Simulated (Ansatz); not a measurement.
Results of G0W0@HSE06 (Ansatz, a first-principles code, hard PAW, contour deformation) for zinc-blende BeSe.

The same calculation (at the measured cell, 16.965 Å³/atom) with different numerical settings; throughout: k mesh 2×2×2:

```json
[
 {"run": "1", "response cutoff (eV)": "100", "empty bands": "142", "quasiparticle gap on the mesh (eV)": "3.667", "quasiparticle gap at Γ (eV)": "6.031"},
 {"run": "2", "response cutoff (eV)": "150", "empty bands": "260", "quasiparticle gap on the mesh (eV)": "3.800", "quasiparticle gap at Γ (eV)": "6.078"},
 {"run": "3", "response cutoff (eV)": "200", "empty bands": "400", "quasiparticle gap on the mesh (eV)": "3.859", "quasiparticle gap at Γ (eV)": "6.096"},
 {"run": "4", "response cutoff (eV)": "250", "empty bands": "559", "quasiparticle gap on the mesh (eV)": "3.885", "quasiparticle gap at Γ (eV)": "6.103"},
 {"run": "5", "response cutoff (eV)": "300", "empty bands": "735", "quasiparticle gap on the mesh (eV)": "3.903", "quasiparticle gap at Γ (eV)": "6.107"},
 {"run": "6", "response cutoff (eV)": "400", "empty bands": "1132", "quasiparticle gap on the mesh (eV)": "3.926", "quasiparticle gap at Γ (eV)": "6.110"},
 {"run": "7", "response cutoff (eV)": "500", "empty bands": "1582", "quasiparticle gap on the mesh (eV)": "3.937", "quasiparticle gap at Γ (eV)": "6.109"}
]
```

In the column quasiparticle gap on the mesh (eV) the first row differs from the last by -0.270 and the next to last by -0.011.

The last row is no converged limit: other settings stay fixed.

Spin–orbit coupling is not included.

Note: GW on a hybrid start was not checked against another program.
